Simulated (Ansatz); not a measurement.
Two shapes of doublet CH3O.

Shape 1:

```xyz
5

C     0.0811   -0.0141   -0.6705
O     0.0237   -0.0937    0.6556
H    -0.0319    0.8123    1.0183
H     0.0846   -1.0133   -1.1106
H    -0.4309    0.8418   -1.2370
```

Shape 2:

```xyz
5

C     0.0358   -0.0369   -0.6229
O     0.0202   -0.0440    0.6215
H    -0.0345    0.7887    0.9175
H     0.0387   -0.9525   -1.0351
H    -0.3804    0.7370   -1.1167
```

Basis set: cc-pVDZ (spherical functions). Frozen core: 2 orbitals. Charge 0, multiplicity 2.

Computed with Ansatz (development build ahead of 0.2.0); each method stands on the lowest determinant of its kind that the runs found.

Question: Which shape is lower in energy, and by how much in each method?

Answer:

```csv
method,E(2) − E(1) (eV)
UHF,0.648
UHF-MP2,0.883
```

Shape 1 is lower.
